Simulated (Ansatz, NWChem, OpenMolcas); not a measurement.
**A ladder of methods for BNH4 (SMILES BN)**

BNH4 has 6 atoms, charge 0, and is taken as a singlet. SMILES: `BN`. The coordinates come from a PBE0-D4/def2-TZVP relaxation.

```xyz
6

B    -0.1282   -0.6796   -0.0256
N     0.1461    0.6774    0.0108
H     0.2258   -1.3680    0.8875
H    -0.7120   -1.1287   -0.9692
H    -0.1216    1.3137   -0.7208
H     0.6320    1.1214    0.7713
```

Quantity: the energy change with the B1–N2 bond stretched from 1.385 to 1.593 Å, in eV. The values are calculated.

```tsv
level	kind	program	value (eV)	less CCSD(T)/def2-TZVPP
HF/def2-TZVPP (restricted)	Hartree–Fock	NWChem	0.68	+0.08
SVWN5/def2-TZVPP (restricted)	LDA	OpenMolcas	0.69	+0.09
BLYP/def2-TZVPP (restricted)	GGA	OpenMolcas	0.55	-0.05
revPBE/def2-TZVPP (restricted)	GGA	NWChem	0.54	-0.06
M06-L/def2-TZVPP (restricted)	meta-GGA	NWChem	0.66	+0.06
r2SCAN0/def2-TZVPP (restricted)	hybrid meta-GGA	Ansatz	0.69	+0.09
CAM-B3LYP/def2-TZVPP (restricted)	range-separated hybrid	Ansatz	0.68	+0.08
RPA@PBE0/def2-TZVPP (restricted)	RPA	Ansatz	0.59	-0.01
CCSD(T)/def2-TZVPP (Cholesky decomposition) (restricted)	coupled cluster or CI	OpenMolcas	0.60	0.00
```

Differences are taken from CCSD(T)/def2-TZVPP (Cholesky decomposition) (restricted) for orientation; it has basis-set and higher-order errors of its own. The first shape isn't each level's own minimum. The values span 0.54 to 0.69 eV.
